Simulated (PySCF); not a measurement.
Ionisation energy of F by level of theory

F [He] 2s2 2p5 (2P) → F⁺ [He] 2s2 2p4 (3P), as a difference of total energies. Computed with PySCF 2.14 in def2-SVP (3s2p1d, 14 functions), with the non-relativistic Hamiltonian (point nucleus). Correlated levels: valence: 1s2 frozen. The calculations carry no spin-orbit coupling.

```tsv
method	ionisation energy (eV)	error (eV)
UHF	15.772	-1.655
BP86	17.593	+0.166
PBE0	17.346	-0.081
MP2 (valence)	16.959	-0.468
SCS-MP2 (valence)	16.914	-0.513
CCSD (valence)	16.879	-0.548
CCSD(T) (valence)	16.881	-0.546
```

Reference: 17.427 eV (measured; NIST levels, between the centres of gravity of the two terms).

Errors of the correlated levels include the incompleteness of this basis and the frozen core.
